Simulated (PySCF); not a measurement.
CH4O, charge +1, multiplicity 2. Atoms are numbered in the order given.

```xyz
6

C     -0.0676    -0.6349     0.0000
O      0.1315     0.7051     0.0000
H      0.5763    -1.0473     0.8274
H      0.5763    -1.0473    -0.8274
H     -1.1007    -0.9733     0.0000
H     -0.6985     1.2366     0.0000
```
Charge +1, spin multiplicity 2.

The structure is a stationary point at ωB97X-D3(BJ)/def2-TZVP. The multiplicity is an assumed one; other spin states were not compared.

Level of theory: SMD-ωB97X/def2-SVP in PySCF.

Solvation free energies are E(SMD) − E(gas) at the gas-phase geometry, for 1 M in both phases.

```tsv
solvent	ΔG(solv) (kcal/mol)	its non-electrostatic (CDS) part
water	-79.7	2.9
chloroform	-61.5	0.3
dimethylsulfoxide	?	?
```

Task: Complete the blanks. (The exact figures need the calculation; the answer reports its results.)

Result: 
- dimethylsulfoxide, ΔG(solv) (kcal/mol): -72.7
- dimethylsulfoxide, its non-electrostatic (CDS) part: 0.2
